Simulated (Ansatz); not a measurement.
Geometry optimisation, RKS CAM-B3LYP/6-31G* (Ansatz).

The input (input.yaml):

```yaml
crystal:
  periodic: [false, false, false]
  atoms:
    - { symbol: Si, position_ang: [-0.277494, -0.789241, -0.275915] }
    - { symbol: Cl, position_ang: [1.345384, -2.045163, -0.538884] }
    - { symbol: H, position_ang: [-0.733411, -0.261642, -1.526251] }
    - { symbol: C, position_ang: [0.184392, 0.877953, 0.390134] }
    - { symbol: H, position_ang: [-1.304775, -1.537607, 0.477191] }
    - { symbol: H, position_ang: [0.65356, 0.919465, 1.377626] }
    - { symbol: H, position_ang: [-0.72777, 1.485308, 0.424129] }
    - { symbol: H, position_ang: [0.860015, 1.351026, -0.327928] }
basis:
  gaussian: { orbitals: "6-31G*" }
hamiltonian:
  xc: cam_b3lyp
relax:
  f_tol: 0.03
  max_steps: 50
```

Launched with:

```bash
$ ansatz run input.yaml --threads 2 --pin off --max-ram 3072MiB --backend cpu --events-out ev --progress --plain --runs-dir out
```

Q: Where does it end, and by what steps?

A: The run converged. After 5 steps the energy has fallen by 0.229 eV; H3 moved furthest, 0.37 Å.

```
step  energy less start (eV)  largest force component (eV/Å)  accepted
   0                  0.0000                           1.288       yes
   1                 -0.1768                           0.203       yes
   2                 -0.2112                           0.209       yes
   3                 -0.1916                           0.467        no
   4                 -0.2277                           0.053       yes
   5                 -0.2293                           0.006       yes
```

```xyz
8
Properties=species:S:1:pos:R:3
Si -0.299 -0.726 -0.345
Cl 1.366 -1.956 -0.515
H -0.858 -0.556 -1.705
C 0.195 0.911 0.399
H -1.281 -1.436 0.506
H 0.637 0.779 1.391
H -0.684 1.556 0.502
H 0.923 1.428 -0.233
```

The run took 7.1 s on 2 threads of Intel(R) Xeon(R) 6975P-C (Granite Rapids) (shared host), peak memory 0.15 GiB.
